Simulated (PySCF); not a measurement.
Species: 2,2-dimethylbutane, C₆H₁₄.
Atom-mapped SMILES: `[CH3:1][CH2:2][C:3]([CH3:4])([CH3:5])[CH3:6]` (hydrogens: H7, H8, H9 on C1; H10, H11 on C2; H12, H13, H14 on C4; H15, H16, H17 on C5; H18, H19, H20 on C6)

The same species was optimised twice, with GFN2-xTB and with PBE0-D3(BJ)/def2-SVP (PySCF), and the same property calculations (PySCF, gas phase) were run on both structures.

| coordinate | GFN2-xTB | PBE0-D3(BJ)/def2-SVP | change |
| --- | --- | --- | --- |
| C1–C2 (Å) | 1.525 | 1.521 | -0.004 |
| C3–C4 (Å) | 1.533 | 1.531 | -0.002 |
| C2–C3 (Å) | 1.540 | 1.541 | +0.001 |
| C3–C5 (Å) | 1.530 | 1.531 | +0.001 |
| C3–C6 (Å) | 1.530 | 1.531 | +0.001 |
| C1–C2–C3 (°) | 115.8 | 116.7 | +0.9 |
| C2–C3–C5 (°) | 111.0 | 110.7 | -0.3 |
| C2–C3–C6 (°) | 111.0 | 110.7 | -0.3 |
| C4–C3–C5 (°) | 108.7 | 109.0 | +0.3 |
| C2–C3–C4 (°) | 107.8 | 108.0 | +0.2 |
| C4–C3–C6 (°) | 108.8 | 108.9 | +0.1 |
| C5–C3–C6 (°) | 109.5 | 109.5 | 0.0 |
| C1–C2–C3–C4 (°) | 180 | 180 | 0 |

Rotational constants: A = 4330, B = 2522, C = 2511 MHz (GFN2-xTB) against A = 4306, B = 2504, C = 2496 MHz (PBE0-D3(BJ)/def2-SVP). Point groups within 0.08 Å: Cs and Cs.

On the GFN2-xTB structure: HOMO (eV) -8.69 [PBE0/pcSseg-1]; LUMO (eV) 1.36 [PBE0/pcSseg-1]; dipole (D) 0.04 [PBE0/pcSseg-1]; GIAO shielding of C1 (ppm) 176.0 [PBE0/pcSseg-1]; GIAO shielding of C2 (ppm) 146.6 [PBE0/pcSseg-1]; GIAO shielding of C3 (ppm) 154.6 [PBE0/pcSseg-1]; GIAO shielding of C4/C5/C6 (mean) (ppm) 156.2 [PBE0/pcSseg-1].

Q: What do these properties become on the PBE0-D3(BJ)/def2-SVP structure?

A: 
```
                                    property          level  on GFN2-xTB  on PBE0-D3(BJ)/def2-SVP  change
                                   HOMO (eV)  PBE0/pcSseg-1        -8.69                    -8.69    0.00
                                   LUMO (eV)  PBE0/pcSseg-1         1.36                     1.32   -0.04
                                  dipole (D)  PBE0/pcSseg-1         0.04                     0.05   +0.01
energy, GFN2-xTB geometry as zero (kcal/mol)  PBE0/pcSseg-1          0.0                     -0.5    -0.5
                  GIAO shielding of C1 (ppm)  PBE0/pcSseg-1        176.0                    174.0    -2.0
                  GIAO shielding of C2 (ppm)  PBE0/pcSseg-1        146.6                    145.3    -1.3
                  GIAO shielding of C3 (ppm)  PBE0/pcSseg-1        154.6                    154.2    -0.4
     GIAO shielding of C4/C5/C6 (mean) (ppm)  PBE0/pcSseg-1        156.2                    154.1    -2.1
```

The heavy atoms differ by 0.005 Å rms after alignment. Among bonds between heavy atoms C1–C2 changes most (-0.004 Å). Changes are differences of the printed values. Neither structure is proved a minimum here.

Conformer computed: `[CH3:1][CH2:2][C:3]([CH3:4])([CH3:5])[CH3:6]`: C1–C2–C3–C4 180°.
